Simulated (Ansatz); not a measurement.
# P2, singlet: the ladder up to full CI

Geometry: MP2(full)/6-31G*, from the G2/97 set.

```xyz
2

P     0.0000    0.0000    0.0000
P     0.0000    0.0000    1.9323
```

Basis STO-3G; Ansatz 0.2.0. Only valence electrons are correlated (noble-gas cores frozen), which leaves 10 electrons in 8 orbitals. R marks a restricted (for open shells ROHF) determinant, U an unrestricted one. Active spaces: valence = (10e, 8o) chosen from the atoms' valence shells.

Full CI is exact within this basis and frozen core; it isn't the basis-set limit. The frozen core follows each run's orbitals, which can shift R against U totals by a few meV.

Unrestricted rows (U) aren't spin-pure: their determinants' ⟨S²⟩ exceeds S(S+1) by up to 1.31, so they mix in states of higher spin.

- UHF ⟨S²⟩: 1.311
- T1 diagnostic (RCCSD): 0.0051
- largest doubles amplitude (RCCSD): 0.218

```json
{"level": "RHF", "E − E(full CI) (kJ/mol)": "407.7", "share of correlation (%)": "0.00", "wall time": "–"}
{"level": "UHF", "E − E(full CI) (kJ/mol)": "269.7", "share of correlation (%)": "33.86", "wall time": "–"}
{"level": "RMP2", "E − E(full CI) (kJ/mol)": "-24.0", "share of correlation (%)": "105.88", "wall time": "–"}
{"level": "UMP2", "E − E(full CI) (kJ/mol)": "169.7", "share of correlation (%)": "58.38", "wall time": "–"}
{"level": "CISD", "E − E(full CI) (kJ/mol)": "52.9", "share of correlation (%)": "87.03", "wall time": "0.14 s"}
{"level": "RCCSD*", "E − E(full CI) (kJ/mol)": "15.2", "share of correlation (%)": "96.27", "wall time": "–"}
{"level": "UCCSD", "E − E(full CI) (kJ/mol)": "10.7", "share of correlation (%)": "97.37", "wall time": "–"}
{"level": "RCCSD(T)*", "E − E(full CI) (kJ/mol)": "10.8", "share of correlation (%)": "97.35", "wall time": "1 s"}
{"level": "UCCSD(T)", "E − E(full CI) (kJ/mol)": "7.7", "share of correlation (%)": "98.11", "wall time": "0.91 s"}
{"level": "BCCD(T)*", "E − E(full CI) (kJ/mol)": "10.8", "share of correlation (%)": "97.36", "wall time": "0.47 s"}
{"level": "RCCSDT", "E − E(full CI) (kJ/mol)": "11.1", "share of correlation (%)": "97.27", "wall time": "–"}
{"level": "UCCSDT*", "E − E(full CI) (kJ/mol)": "13.0", "share of correlation (%)": "96.81", "wall time": "–"}
{"level": "CISDTQ", "E − E(full CI) (kJ/mol)": "2.2", "share of correlation (%)": "99.45", "wall time": "0.33 s"}
{"level": "RCCSDT(Q)", "E − E(full CI) (kJ/mol)": "-0.5", "share of correlation (%)": "100.13", "wall time": "0.81 s"}
{"level": "UCCSDT(Q)*", "E − E(full CI) (kJ/mol)": "8.8", "share of correlation (%)": "97.85", "wall time": "2.6 s"}
{"level": "RCCSDTQ", "E − E(full CI) (kJ/mol)": "0.5", "share of correlation (%)": "99.88", "wall time": "4.8 s"}
{"level": "UCCSDTQ", "E − E(full CI) (kJ/mol)": "0.4", "share of correlation (%)": "99.91", "wall time": "24 s"}
```

An asterisk marks runs whose energy the program itself flagged as in doubt.

The correlation energy at full CI, counted from RHF, is -4.226 eV. That run took 0.26 s on 1 thread of AMD EPYC 7R13, shared host over 396 determinants.

Run but not shown, since their state or frozen core can't be matched to the reference's or they repeat it: CASSCF (valence space), NEVPT2 (valence space), MRCISD (valence space), MRCISD+Q (valence space).

Times hold each run's SCF and search for its determinant on a shared host, so for small cases they say little of a method's own cost; they ran on 1 thread of AMD EPYC 7R13.

More than 5 meV below full CI, which no variational method can be: RMP2, RCCSDT(Q).

The full-CI state has the irrep Ag of D2h, in the program's axes (one component, if the state is degenerate).

Natural occupations of full CI about the gap: 1.995 1.987 1.964 1.848 1.848 0.160 0.160 0.039; effectively unpaired electrons, Σ n²(2−n)², 0.34.

Atomization energy (electronic, same basis, no zero-point term; atoms at the same level, unrestricted beside the R rows where the molecule is a closed shell, with restricted open-shell steps beyond CCSDT(Q)) at full CI: 434.7 kJ/mol. Errors of other levels:

```tsv
level	error (kJ/mol)
RHF	-407.7
UHF	-269.7
RMP2	24.0
UMP2	-169.7
CISD	-52.9
RCCSD*	-15.2
UCCSD	-10.7
RCCSD(T)*	-10.8
UCCSD(T)	-7.7
BCCD(T)*	-10.8
RCCSDT	-11.1
UCCSDT*	-13.0
CISDTQ	-2.2
RCCSDT(Q)	0.5
UCCSDT(Q)*	-8.8
RCCSDTQ	-0.5
UCCSDTQ	-0.4
```

This basis is far from its limit, so the value isn't to be set against a measured one. Truncated CI isn't size-consistent, which counts against it in atomization.
